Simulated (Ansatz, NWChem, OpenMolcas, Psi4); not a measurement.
BF (SMILES [B]F): the vertical electron affinity, rung by rung

The species is BF (2 atoms), meant as a singlet with charge 0. SMILES: `[B]F`. The coordinates come from a PBE0-D4/def2-TZVP relaxation.

```xyz
2

B     0.0000    0.0000   -0.0094
F     0.0000    0.0000    1.2537
```

Quantity: the vertical electron affinity (to the doublet anion), in eV. The values are calculated.

The electron affinity is E(neutral) − E(anion): positive where the electron is bound.

```
                level                    kind     program  value (eV)
       HF/def2-TZVPPD            Hartree–Fock  OpenMolcas       -1.57
    SVWN5/def2-TZVPPD                     LDA  OpenMolcas       -0.94
   revPBE/def2-TZVPPD                     GGA        Psi4       -1.01
   M06-2X/def2-TZVPPD         hybrid meta-GGA  OpenMolcas       -1.21
CAM-B3LYP/def2-TZVPPD  range-separated hybrid      Ansatz       -1.06
  wB97M-V/def2-TZVPPD  range-separated hybrid      Ansatz       -1.31
  RPA@PBE/def2-TZVPPD                     RPA      Ansatz       -0.99
      MP2/def2-TZVPPD     perturbation theory      NWChem       -1.44
           FCI/STO-3G    full CI, core frozen      Ansatz       -9.75
```

Where it was recorded, the anion's HOMO is positive in HF/def2-TZVPPD, SVWN5/def2-TZVPPD, revPBE/def2-TZVPPD, M06-2X/def2-TZVPPD, CAM-B3LYP/def2-TZVPPD, wB97M-V/def2-TZVPPD, MP2/def2-TZVPPD: a fault of the level (basis or self-interaction), which says nothing on whether the real anion is bound. Sets without diffuse functions describe the anion poorly, and affinities from them come out too low, at high levels too. The values span -9.75 to -0.94 eV. High-level rows in very small sets aren't better than simpler rows in larger ones. The second state's dipole differs much between rows, so they may not all be the same state. Negative values mean that the anion is unbound at that level; they are set by how diffuse the basis is and aren't properties of the molecule, whose anion may well be bound.
